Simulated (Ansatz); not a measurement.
Two isomers of C5H10O2: A = `CCCC(=O)OC`, B = `CC(C)(C)C(=O)O`.

Isolated molecules relaxed with PBE0-D4/def2-TZVP in Ansatz; ΔE leaves out vibrations. CCSD(T)/CBS adds triple-zeta CCSD(T) − MP2 to the extrapolated MP2 energy (def2 sets, frozen cores). DFT in def2-TZVPP. B3LYP here is the variant with VWN-RPA as its local correlation; programs differ in this. One conformer a species, not always the lowest.

Question: Which isomer does CCSD(T)/CBS put lower? Give the gap. (Best estimate.)

Answer: Computed: B, by 53.6 kJ/mol.

Question: Give E(B) − E(A) in kJ/mol with ωB97M-V, MP2/def2-TZVPP, PBE-D4, B2PLYP, CCSD(T)/def2-TZVPP, B3LYP-D4, HF/def2-TZVPP. (Estimate.)

Answer: The calculation gave: ωB97M-V -50.9, MP2/def2-TZVPP -61.4, PBE-D4 -45.6, B2PLYP -42.4, CCSD(T)/def2-TZVPP -53.2, B3LYP-D4 -42.1, HF/def2-TZVPP -28.8. None reverses the order clearly.

Largest T1 diagnostic: 0.013.

In def2-TZVPP, CCSD(T) changes the Hartree–Fock value by −24.4 kJ/mol (the triples alone add −2.9 kJ/mol) and MP2 by −32.6 kJ/mol. The D4 term adds −9.9 kJ/mol with B3LYP and −5.4 kJ/mol with PBE0; it sums over pairs of atoms, weighted by their polarisabilities, and B3LYP, whose exchange is more repulsive, gets the larger term.
